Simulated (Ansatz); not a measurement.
Consider the substitution at a C–F bond: `NCF` + `OCF` → `NCOCF` + H–F.

Gas-phase electronic energies from Ansatz, PBE0-D4/def2-TZVP geometries. CBS: MP2 limit from def2 TZ/QZ plus the TZ coupled-cluster correction, frozen cores. This one scheme is used for every species. Functionals use def2-TZVPP. B3LYP here is the variant with VWN-RPA as its local correlation; programs differ in this. Each species was taken in one conformer, which may not be the lowest.

`NCF`:

```xyz
7

N     0.399   -0.350    0.718
C    -0.018    0.352   -0.421
F    -1.265   -0.065   -0.918
H    -0.222   -0.225    1.505
H     0.534   -1.336    0.544
H    -0.124    1.415   -0.192
H     0.696    0.210   -1.235
```

`OCF`:

Cartesian coordinates in Å:
```
O 0.076 1.075 0.090
C -0.130 -0.246 -0.206
F -0.700 -0.911 0.862
H 0.789 1.150 0.732
H 0.798 -0.781 -0.441
H -0.834 -0.287 -1.038
```

`NCOCF`:

```xyz
11

N     1.707   -0.463   -0.878
C     0.491   -0.572   -0.170
O    -0.213    0.682   -0.125
C    -1.305    0.679    0.688
F    -2.342   -0.060    0.139
H     2.317    0.233   -0.471
H     1.554   -0.232   -1.851
H    -0.148   -1.317   -0.651
H     0.686   -0.887    0.863
H    -1.653    1.709    0.789
H    -1.094    0.226    1.667
```

H–F:

```xyz
2

F     0.282   -0.363    0.020
H    -0.282    0.363   -0.020
```

```json
{"species": "`NCF`", "B3LYP-D4 energy (Eh)": "-195.20129"}
{"species": "`OCF`", "B3LYP-D4 energy (Eh)": "-215.07353"}
{"species": "`NCOCF`", "B3LYP-D4 energy (Eh)": "-309.77869"}
{"species": "H–F", "B3LYP-D4 energy (Eh)": "-100.49283"}
```

(1) Work out ΔE.

Largest T1 diagnostic among the species: 0.011.

Answers

(1) ΔE = (-309.77869) + (-100.49283) − (-195.20129) − (-215.07353) = 0.00330 Eh = +2.1 kcal/mol. CCSD(T)/CBS gives -0.4 kcal/mol.

The D4 term adds −1.5 kcal/mol with B3LYP and −0.9 kcal/mol with PBE0; it sums over pairs of atoms, weighted by their polarisabilities, and B3LYP, whose exchange is more repulsive, gets the larger term. In def2-TZVPP, CCSD(T) changes the Hartree–Fock value by −3.9 kcal/mol (the triples alone add −0.5 kcal/mol) and MP2 by −4.9 kcal/mol.
